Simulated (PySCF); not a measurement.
**Working out the ionisation energy of C**

C [He] 2s2 2p2 (3P) → C⁺ [He] 2s2 2p1 (2P). Calculation: PySCF 2.14, in cc-pVDZ; the non-relativistic Hamiltonian (point nucleus). Frozen: 1s2. Energies in hartree (1 hartree = 27.21139 eV):

```csv
part,C (lower),C⁺ (upper)
UHF,-37.686544,-37.289528
CCSD correlation,-0.072906,-0.066711
(T),-0.000926,-0.000653
```

Question: What does Hartree-Fock give?

Answer: (-37.289528) − (-37.686544) = 0.397016 hartree = 10.803 eV.

Question: What do CCSD and CCSD(T) give?

Answer: The CCSD correlation energies differ by 0.006195 hartree = 0.169 eV and the triples by 0.000273 hartree = 0.007 eV, so CCSD gives 10.972 eV and CCSD(T) 10.979 eV.

Measured between the centres of the two terms (NIST): 11.262 eV, so CCSD(T) (valence) is off by -0.283 eV.

A double-zeta basis recovers only part of the correlation energy.

What remains against the reference includes basis incompleteness, the frozen core and higher excitations.
